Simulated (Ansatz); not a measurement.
**CH5OSi (SMILES [CH2][SiH2]O): the energy to break a bond**

The species is CH5OSi (8 atoms), meant as a doublet with charge 0. As SMILES, `[CH2][SiH2]O`. The shape was relaxed beforehand at wB97X-V/def2-SVP. This is one conformer, not always the lowest.

```xyz
8

C    -0.8652    0.5231   -0.7987
Si    0.6613   -0.0029    0.1137
O     0.2971   -0.7322    1.5727
H    -0.9883    0.4055   -1.8831
H    -1.7079    1.0175   -0.2969
H     1.5027    1.1693    0.4826
H     1.4417   -0.9128   -0.7814
H    -0.2491   -1.5245    1.5350
```

Wanted: the dissociation energy of the Si2–C1 bond into doublet SiH3O and singlet CH2 (shapes relaxed at wB97X-V/def2-SVP, no zero-point term). 1 Eh = 2625.50 kJ/mol = 27.2114 eV. Totals in Eh; open shells run unrestricted unless said.

```tsv
level	program	CH5OSi	doublet SiH3O	singlet CH2
UB3LYP/def2-TZVP	Ansatz	-405.899612	-366.570028	-39.150378
U-wB97M-V/def2-TZVP	Ansatz	-405.795578	-366.489481	-39.122180
UCCSD(T)/def2-TZVP, 7 core orbitals frozen	Ansatz	-405.192686	-365.957296	-39.056291
```

Work out the dissociation energy at each level.


1. UB3LYP/def2-TZVP: (-366.570028) + (-39.150378) − (-405.899612) = 0.179206 Eh = 470.5 kJ/mol = 4.88 eV.
2. U-wB97M-V/def2-TZVP: (-366.489481) + (-39.122180) − (-405.795578) = 0.183917 Eh = 482.9 kJ/mol = 5.00 eV.
3. UCCSD(T)/def2-TZVP: (-365.957296) + (-39.056291) − (-405.192686) = 0.179099 Eh = 470.2 kJ/mol = 4.87 eV.

The levels span 470 to 483 kJ/mol; no measured value is set beside them. A fragment with an even electron count was run as a singlet and may have a lower triplet. A bond enthalpy at 298 K also holds the loss of zero-point energy and thermal terms.
